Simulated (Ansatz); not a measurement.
# Tetrafluoroethylene (C2F4): up Jacob's ladder to CCSD(T)

How much do the methods differ for tetrafluoroethylene (C2F4)? The plan is to run it at one geometry with functionals of several rungs and with coupled cluster. The yardstick is the atomisation energy at the CCSD(T) limit.

The runs use Ansatz 0.2.0, Gaussian basis; functionals in def2-TZVPP, the program's frozen cores in correlated methods.

Levels to be run: LDA (SPW92), PBE-D4, revPBE-D4, BLYP-D4, r2SCAN-D4, B97M-V, PBE0-D4, B3LYP-D4, r2SCANh-D4, r2SCAN0-D4, HSE06-D4, BHLYP-D4, CAM-B3LYP-D4, LC-ωPBE, ωB97X-V, ωB97M-V, B2PLYP, PBE-QIDH; CCSD(T)/def2-SVP; CCSD(T)/def2-TZVPP; MP2/def2-QZVPP; extrapolation to the limit; RPA on PBE.

## 1. The geometry

All runs share one geometry, relaxed beforehand with PBE0-D4 in a triple-zeta def2 set.

SMILES `FC(F)=C(F)F`, 6 atoms, charge 0, spin multiplicity 1.

Atoms are counted from 1 here; the program's logs count them from 0.

Bond lengths: F1–C2 1.310 Å, C2–F3 1.310 Å, C2–C4 1.320 Å, C4–F5 1.310 Å, C4–F6 1.310 Å. Angles: F1–C2–F3 113.3°, F1–C2–C4 123.4°, F3–C2–C4 123.4°, C2–C4–F5 123.4°, C2–C4–F6 123.4°, F5–C4–F6 113.3°.

## 2. LDA

This LDA is Slater exchange with PW92 correlation.

File in.yaml:

```yaml
crystal:
  periodic: [false, false, false]
  atoms:
    - {symbol: F, position_ang: [1.169249, -1.134480, -0.707996]}
    - {symbol: C, position_ang: [0.202470, -0.640150, 0.025689]}
    - {symbol: F, position_ang: [-0.337461, -1.520617, 0.832268]}
    - {symbol: C, position_ang: [-0.188425, 0.618786, -0.041055]}
    - {symbol: F, position_ang: [0.351489, 1.499268, -0.847629]}
    - {symbol: F, position_ang: [-1.155222, 1.113093, 0.692624]}
basis:
  gaussian: {orbitals: def2-TZVPP}
hamiltonian: {xc: lda}
output: {orbitals: {seedname: orbitals}}
```

The runs that follow: PBE-D4 (GGA); revPBE-D4 (GGA); BLYP-D4 (GGA); r2SCAN-D4 (meta-GGA); B97M-V (meta-GGA); PBE0-D4 (hybrid); B3LYP-D4 (hybrid); r2SCANh-D4 (hybrid); r2SCAN0-D4 (hybrid); HSE06-D4 (hybrid); BHLYP-D4 (hybrid); CAM-B3LYP-D4 (range-separated); LC-ωPBE-D4 (range-separated); ωB97X-V (range-separated); ωB97M-V (range-separated); B2PLYP (double hybrid); PBE-QIDH (double hybrid); CCSD(T) in def2-SVP; CCSD(T) in def2-TZVPP; MP2 in def2-QZVPP; RPA on PBE orbitals.

Q: Predict the results of all the runs planned. Wanted: atomisation energy, CCSD(T)/CBS; farthest beyond LDA; mean size of error, GGA; mean size of error, meta-GGA; mean size of error, hybrid; mean size of error, range-separated; mean size of error, double hybrid; gap, smallest and largest; T1 diagnostic.

As calculated:

| quantity | value |
| --- | --- |
| atomisation energy, CCSD(T)/CBS | 2455.9 kJ/mol |
| functionals within 12.3 kJ/mol (0.5 %) | B3LYP-D4, r2SCANh-D4, PBE-QIDH |
| farthest beyond LDA | PBE-D4 (+192.0 kJ/mol) |
| mean size of error, GGA | 105.1 kJ/mol |
| mean size of error, meta-GGA | 30.3 kJ/mol |
| mean size of error, hybrid | 59.4 kJ/mol |
| mean size of error, range-separated | 34.2 kJ/mol |
| mean size of error, double hybrid | 12.8 kJ/mol |
| gap, smallest and largest | 5.79 eV (LDA (SPW92)), 13.61 eV (LC-ωPBE) |
| T1 diagnostic | 0.0127 |
| triples share of the correlation energy | 3.3 % |

**Reading.** LDA overbinds by 661.6 kJ/mol (27 %). PBE-D4 is off by +192.0 kJ/mol. Double hybrids carry the basis error of their MP2 part in triple zeta, and no dispersion term here, so their miss is partly the set-up's. By mean error the best rung here is double hybrid (12.8 kJ/mol) and the worst beyond LDA is GGA (105.1 kJ/mol). RPA and LDA stand outside this count. Misses under about 12.3 kJ/mol are within the doubt on the reference itself, which lacks core-valence correlation, relativity and higher excitations. Hartree-Fock recovers 64 % of the binding; the rest is correlation. CCSD(T) in def2-SVP is off by -126.3 kJ/mol, which most functionals beat. The gap grows from 5.8 to 13.6 eV across the functionals, mostly with the share of exact exchange.
